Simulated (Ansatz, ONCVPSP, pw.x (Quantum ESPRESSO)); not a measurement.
# From atom to crystal: ONCV potential for W

```json
{
  "Element": "tungsten",
  "Generator": "ONCVPSP 4.0.1.1 (patched build)",
  "Type": "optimised norm-conserving Vanderbilt (ONCV)",
  "Functional": "PBEsol",
  "Relativity": "scalar-relativistic",
  "Frozen core": "[Kr] 4d10 4f14 5s2",
  "Valence charge": "12",
  "Reference configuration": "5p6 5d4 6s2",
  "Partial waves": "6s: rc 2.05 bohr, ncon 3, nbas 7, qcut 3 1/bohr, 1 projector; 5p: rc 1.60 bohr, ncon 5, nbas 8, qcut 10.5 1/bohr, 1 projector; 5d: rc 2.70 bohr, ncon 4, nbas 9, qcut 7.1 1/bohr, 1 projector",
  "Local potential": "polynomial inside 1.10 bohr (lpopt 5, dvloc0 1 Ha)",
  "Core correction": "Teter function, fcfact 5.75, rcfact 1.25"
}
```

Atomic tests: cutoffs needed: 37 Ha and 43 Ha (the cutoffs (Ha) at which the residual kinetic energy of the hardest occupied pseudo-wave falls to 1 and 0.1 mHa per electron); ghost test: ghosts flagged at negative energy: s at -264.8 eV; GHOST(+) flagged for s at 1.12 eV; a true bound ghost makes a file unfit for plane-wave use; configuration tests: 4 of 4 tests not solved or not reliable.

Crystal test: diamond W in pw.x 7.5, no spin, 8³ k-points, Fermi–Dirac smearing 0.01 Ry, cutoffs 100/400 Ry. The reference is all-electron LAPW (Ansatz 0.2.0) with the same functional, mesh and smearing; V0 and B0 come from Birch–Murnaghan fits to the pressures at five volumes. Errors are pseudo minus all-electron; Δ is the rms difference of the E(V) curves that follow from these fits, minima aligned, over ±6 % about the mean V0. Mesh and smearing are coarse, so the numbers serve the comparison and aren't converged zero-temperature values; the lattice is a test structure that the element need not adopt.

All-electron: a0 = 5.760 Å (V0 = 23.89 Å³/atom), B0 = 129.0 GPa.

Question: How far does the potential miss the all-electron equation of state?

Answer: mean pressure error (GPa): +19.92. The pressure does not cross zero within the volumes sampled, so no fit is given. The largest radius (2.70 bohr) exceeds half the bond length (2.36 bohr), so the spheres overlap, which is one possible source of error among others. This is a poor potential for the solid. The generator flags a localised state at positive energy (s at 1 eV). Note: ghosts flagged at negative energy: s at -264.8 eV; GHOST(+) flagged for s at 1.12 eV. A true bound ghost makes a file unfit for plane-wave use. Atomic configuration tests: 4 of 4 tests not solved or not reliable.

```csv
V (Å³/atom),P all-electron (GPa),P pseudo (GPa)
22.719,7.14,24.99
23.317,3.29,22.35
23.915,-0.12,19.96
24.513,-3.15,17.79
25.111,-5.84,15.82
```

Question: At the middle volume, how do free energy and pressure move when the wave cutoff is lowered (ecutrho kept at four times it)?

Answer:

```tsv
cutoff (Ry)	shift of F (meV/atom)	shift of P (GPa)
45	+7565.2	-176.66
60	+1133.4	-39.60
80	+88.8	-3.09
```

The run at the middle volume (29 k-points, 11 iterations) took about 2.3 min on one core of a shared host (Neoverse-N1, 64 threads, 124 GiB, load 58).
